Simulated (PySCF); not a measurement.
Method: PySCF with r2SCAN-D4/def2-TZVP // r2SCAN-D4/def2-SVP. Gas-phase values, no solvent. 

Reference species (SMILES): `C[O]` (neutral, multiplicity 2).

```yaml
highest_occupied_spin_orbital: -6.35 eV
dipole_moment: 2.02 D
```

Changed species: `[SH]` (free radical SH; the reference has free radical OCH3).

**Question.** Give the shifts of the highest occupied spin orbital and dipole moment.

**Answer.** the highest occupied spin orbital falls by 0.05 eV, to -6.40 eV; the dipole moment drops by 1.11 D, to 0.91 D.
